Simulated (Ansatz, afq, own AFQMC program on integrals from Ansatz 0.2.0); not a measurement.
AFQMC on a folder of integrals that Ansatz 0.2.0 wrote.

```yaml
crystal:
  periodic: [false, false, false]
  atoms:
    - {symbol: N, position_ang: [0.000000, -0.129220, 0.530635]}
    - {symbol: N, position_ang: [0.000000, 0.078417, -0.615382]}
    - {symbol: H, position_ang: [0.000000, 0.705987, 1.177680]}
basis:
  gaussian: {orbitals: aug-cc-pVDZ}
magnetization: {spin_polarized: true, initial_magnetization: 1}
correlation: {method: ccsd_t, electrons: outside_noble_gas, hamiltonian_folder: ham}
```

```sh
$ ansatz run in.yaml --threads 1 --pin off --events-out ev --progress --plain --max-ram 24576MiB --backend cuda --devices 0, --max-vram 18GiB
```

afq runs on the folder ham with

```
--method phaseless --trial hf --walkers 3200 --populations 20 --least-time 40 --time-step 0.005 --steps-per-block 20 --equilibration-blocks 112 --max-blocks 4000 --target-error 0.001 --factor-cut 1e-05 --start spin_pure --seed 3821 --taylor-order 6
```

Times are imaginary, in 1/Eh. The walk had a cap of 98 s. With eight or more populations the least sampling time is a fifth of least-time, and the error comes from their spread.

Output of the walk:

```
orbitals 53  electrons 6 5  factors 428 of 545
reference energy -109.44676282 Eh
CCSD correlation -0.32583308 Eh in 13 cycles, weight of the determinant in the CISD state 0.8578
energy of the start -109.450694 Eh
 block  time / (1/Eh)  mean weight  energy / Eh
     1     0.100  1.0017  -109.541704
     2     0.200  1.0025  -109.603872
     3     0.300  1.0021  -109.645568
     4     0.400  1.0027  -109.675196
     5     0.500  1.0025  -109.696010
     8     0.800  1.0013  -109.734658
    15     1.500  1.0003  -109.773927
    36     3.600  0.9995  -109.787432
    57     5.700  1.0006  -109.787161
    78     7.800  1.0003  -109.787712
    99     9.900  1.0002  -109.786675
   120    12.000  1.0003  -109.775790
   141    14.100  0.9996  -109.773508
   162    16.200  1.0003  -109.793715
   176    17.600  0.9996  -109.793878
   183    18.300  1.0001  -109.786276
   204    20.400  0.9998  -109.784805
   225    22.500  1.0003  -109.779370
   246    24.600  1.0001  -109.781938
   267    26.700  1.0003  -109.781139
   288    28.800  0.9999  -109.789173
   309    30.900  0.9997  -109.787796
error from the spread of 20 populations
energy -109.786386 +/- 0.000972 Eh
(rows thinned)
```

The run passed its tests (sampling time, drift between the halves within three errors, error under three times the target), which doesn't prove that it has relaxed.

Against this walk (error 26.5 meV) on the same determinant: CCSD(T) 26.6 meV higher (within the noise), CCSDT(Q) 32.9 meV lower (within the noise), a separate phaseless walk with a CISD trial and standard settings 16.8 ± 27.0 meV lower (within the noise). The error is statistical and leaves out the bias of the constraint.

Cautions: constraint bias not in the error; unrestricted determinant slightly spin contaminated (⟨S²⟩ 0.85 against 0.75).

The walk took 62 s on 1 × NVIDIA H100 80GB HBM3 with 2 threads of AMD EPYC 7R13 Processor (Zen 3) (shared host) (the card was shared). The log's last line is the phaseless energy.

CCSDT and higher add their correlation energy to the determinant of the CCSD(T) run, since their own runs factorise the integrals more tightly (a shift of under 2 meV). A walk keeps the symmetry of its determinant, which the program's search chose and which needn't be the lowest solution, so a lower state of the same spin and another symmetry isn't excluded.
